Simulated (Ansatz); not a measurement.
## Worked example: H$_{2}$I⁺, triplet against H₂I⁺, singlet

Geometry (PBE0/def2-TZVP stationary point of a singlet), kept for both states (H2I⁺, singlet: A1; H2I⁺, triplet: A2):

| atom | x (Å) | y (Å) | z (Å) |
| --- | --- | --- | --- |
| I | 0.0000 | -0.0179 | 0.0000 |
| H | 0.0000 | 1.1243 | -1.1614 |
| H | 0.0000 | 1.1243 | 1.1614 |

Basis def2-SVP with its core potentials; Ansatz 0.2.0. Only valence electrons are correlated (noble-gas cores and the filled d shells of p-block atoms frozen). R marks a restricted (for open shells ROHF) determinant. No spin–orbit coupling is included; scalar relativity enters through the core potentials alone.

Full CI is exact within this basis and frozen core; it isn't the basis-set limit.

| level | E(H2I⁺, singlet) (hartree) | E(H2I⁺, triplet) (hartree) |
| --- | --- | --- |
| RCCSD(T) | -297.603466 | -297.412681 |
| PBE | -298.523622 | -298.338234 |
| wB97M-V | -298.506718 | -298.316024 |
| full CI | -297.604036 | -297.413359 |

Question: Give the vertical gap, H2I⁺ triplet less H2I⁺ singlet, at each level in eV (1 hartree = 27.2114 eV), and each error against full CI.

Answer: full CI: (-297.413359 − (-297.604036)) × 27.2114 = 5.189 eV (the reference)
wB97M-V: (-298.316024 − (-298.506718)) × 27.2114 = 5.189 eV, error 0.000 eV
PBE: (-298.338234 − (-298.523622)) × 27.2114 = 5.045 eV, error -0.144 eV
RCCSD(T): (-297.412681 − (-297.603466)) × 27.2114 = 5.192 eV, error 0.003 eV

Total energies of functionals can't be set beside those of wave-function methods, since they hold the core's correlation and their own absolute errors; only the differences compare.

In so small a basis the reference is far from its limit while semilocal and hybrid functionals are nearer theirs, so the functionals' errors here hold much of the reference's basis and frozen-core error, which can add to them or hide them.

Each level lands on the state that its own search finds. T1 diagnostics of restricted CCSD: 0.009 and 0.017.
